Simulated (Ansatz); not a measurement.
A run of Ansatz (development build ahead of 0.2.0) on singlet CH₄O at this shape:

```xyz
6

C    -0.0264    0.6673    0.0178
O    -0.0495   -0.7812   -0.0043
H    -1.0935    0.9885   -0.0164
H     0.3947    1.0795    0.8827
H     0.4650    1.0933   -0.8688
H     0.8696   -1.0575   -0.0111
```

Its results:

```yaml
Converged: yes
Reference_energy: -115.04523 hartree
Correlation_energy: -0.33937 hartree
Total_energy: -115.38460 hartree
Spin_squared_of_the_determinant: 0.000
```

(1) Which input gives this output? Name the method, the orbitals and the basis set, and write the input.

Results:

(1) RHF-MP2 in cc-pVDZ. An unrestricted run that stays on the closed shell gives the same numbers.

```yaml
crystal:
  periodic: [false, false, false]
  atoms:
    - { symbol: C, position_ang: [-0.02639, 0.66733, 0.01778] }
    - { symbol: O, position_ang: [-0.04945, -0.78117, -0.00425] }
    - { symbol: H, position_ang: [-1.09347, 0.98849, -0.01643] }
    - { symbol: H, position_ang: [0.39471, 1.07948, 0.88272] }
    - { symbol: H, position_ang: [0.46501, 1.09334, -0.86876] }
    - { symbol: H, position_ang: [0.8696, -1.05746, -0.01105] }
basis:
  gaussian: { orbitals: cc-pVDZ }
hamiltonian:
  xc: hf
correlation:
  method: mp2
  frozen_orbitals: { C: 1, H: 0, O: 1 }
```
